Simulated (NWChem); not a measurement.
System: ethylene (C₂H₄); SMILES C=C

Excerpt of the output:

```
             Northwest Computational Chemistry Package (NWChem) 7.3.0
             --------------------------------------------------------

                             Geometry "geometry" -> ""
                             -------------------------

 Output coordinates in angstroms (scale by  1.889725989 to convert to a.u.)

  No.       Tag          Charge          X              Y              Z
 ---- ---------------- ---------- -------------- -------------- --------------
    1 C                    6.0000     0.00000000     0.66522900     0.00000000
    2 C                    6.0000     0.00000000    -0.66522900     0.00000000
    3 H                    1.0000     0.93100200     1.24061400     0.00000000
    4 H                    1.0000    -0.93100200     1.24061400     0.00000000
    5 H                    1.0000    -0.93100200    -1.24061400     0.00000000
    6 H                    1.0000     0.93100200    -1.24061400     0.00000000

 Effective nuclear repulsion energy (a.u.)      33.2465659495

                                 NWChem DFT Module
                                 -----------------

 Summary of "ao basis" -> "ao basis" (spherical)
 ------------------------------------------------------------------------------
       Tag                 Description            Shells   Functions and Types
 ---------------- ------------------------------  ------  ---------------------
 C                          def2-svp                 6       14   3s2p1d
 H                          def2-svp                 3        5   2s1p

 in cosmo_initialize ...
 calling solv_data for solv:h2o

 solvent parameters
 solvname_short: h2o
 solvname_long:  water
 dielec:       78.4000
 dielecinf:     1.7769
 aqueous SMD model solvent descriptors
 dielec:       78.4000
 sola:          0.8200

          ---------------
          -cosmo- solvent
          ---------------
 Cosmo: York-Karplus, doi: 10.1021/jp992097l
 dielectric constant -eps-     =  78.40
 screen = (eps-1)/(eps    )    =   0.98724
 surface charge correction     = lagrangian

   van der Waals surface
 --------------------------

[...]

                                COSMO-SMD solvation results
                                ---------------------------

             internal energy in gas <Psi(g)|H|Psi(g)> =       -78.425500729862
         internal energy in solvent <Psi(s)|H|Psi(s)> =       -78.425246296345
                               delta internal energy  =         0.000254433517 (    0.16 kcal/mol)
   total free energy in solvent <Psi(s)|H+V/2|Psi(s)> =       -78.428306601660
 polarization energy contribution <Psi(s)|V/2|Psi(s)> =        -0.003060305315 (   -1.92 kcal/mol)
    total free energy in solvent including G(SMD-CDS) =       -78.423146130132
                       G(SMD-CDS) energy contribution =         0.005160471528 (    3.24 kcal/mol)
     1 M fixed-concentration free energy of solvation =         0.002354599730 (    1.48 kcal/mol)

                       DFT Final Molecular Orbital Analysis
                       ------------------------------------

 Vector    6  Occ=2.000000D+00  E=-4.329146D-01
              MO Center= -4.7D-11, -3.0D-08,  2.6D-12, r^2= 1.7D+00
   Bfn.  Coefficient  Atom+Function         Bfn.  Coefficient  Atom+Function
  ----- ------------  ---------------      ----- ------------  ---------------
     5      0.411921  1 C  py                19     -0.411921  2 C  py
    29      0.166275  3 H  s                 34      0.166275  4 H  s
    39      0.166275  5 H  s                 44      0.166275  6 H  s
     8      0.141377  1 C  py                22     -0.141377  2 C  py
    30      0.058430  3 H  s                 35      0.058430  4 H  s

 Vector    7  Occ=2.000000D+00  E=-3.620043D-01
              MO Center=  1.6D-10, -5.5D-08, -1.1D-11, r^2= 2.4D+00
   Bfn.  Coefficient  Atom+Function         Bfn.  Coefficient  Atom+Function
  ----- ------------  ---------------      ----- ------------  ---------------
     4      0.304843  1 C  px                18     -0.304843  2 C  px
    29      0.265076  3 H  s                 34     -0.265076  4 H  s
    39      0.265076  5 H  s                 44     -0.265076  6 H  s
    30      0.137283  3 H  s                 35     -0.137283  4 H  s
    40      0.137283  5 H  s                 45     -0.137283  6 H  s

 Vector    8  Occ=2.000000D+00  E=-2.934299D-01
              MO Center= -6.2D-12,  1.4D-08, -7.9D-12, r^2= 1.4D+00
   Bfn.  Coefficient  Atom+Function         Bfn.  Coefficient  Atom+Function
  ----- ------------  ---------------      ----- ------------  ---------------
     6      0.404193  1 C  pz                20      0.404193  2 C  pz
     9      0.279966  1 C  pz                23      0.279966  2 C  pz

 Vector    9  Occ=0.000000D+00  E= 8.485489D-03
              MO Center=  3.0D-11, -1.5D-08,  3.1D-11, r^2= 2.1D+00
   Bfn.  Coefficient  Atom+Function         Bfn.  Coefficient  Atom+Function
  ----- ------------  ---------------      ----- ------------  ---------------
     9      0.654431  1 C  pz                23     -0.654431  2 C  pz
     6      0.416702  1 C  pz                20     -0.416702  2 C  pz

[...]
```

Level: PBE0/def2-SVP, SMD on the gas-phase geometry. Coordinates come from a PBE0/def2-SVP optimisation. Solvent: water.

Write an input that gives this output.

Several could match; the one computed here: the input that was run:
```
start job
memory heap 200 mb stack 900 mb global 1100 mb
geometry units angstroms noautosym nocenter noautoz
  C      0.000000     0.665229     0.000000
  C      0.000000    -0.665229     0.000000
  H      0.931002     1.240614     0.000000
  H     -0.931002     1.240614     0.000000
  H     -0.931002    -1.240614     0.000000
  H      0.931002    -1.240614     0.000000
end
basis spherical
  * library def2-svp
end
dft
  xc pbe0
  iterations 150
end
cosmo
  do_cosmo_smd true
  solvent water
end
task dft energy
```
